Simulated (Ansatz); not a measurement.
`[C]#[O+]` radical at its PBE0-D4/def2-TZVP geometry, where that method's forces vanish. Total charge 1; spin multiplicity 2.

```
atom   x (Å)   y (Å)   z (Å)
  C1   0.004  -0.482   0.270
  O2  -0.004   0.482  -0.270
```

Task: For each bond, give half the difference of the two atoms' forces along it (eV/Å; positive pushes the atoms apart) under PBE-D4, r2SCAN-D4, B3LYP-D4, ωB97M-V in def2-TZVPP. (Estimate.)

Result: The calculation gave: 
```tsv
bond	length (Å)	PBE-D4	r2SCAN-D4	B3LYP-D4	ωB97M-V
C1–O2	1.106	2.08	0.75	0.36	0.08
```

B3LYP here is the variant with VWN-RPA as its local correlation; programs differ in this.

Program: Ansatz 0.2.0.
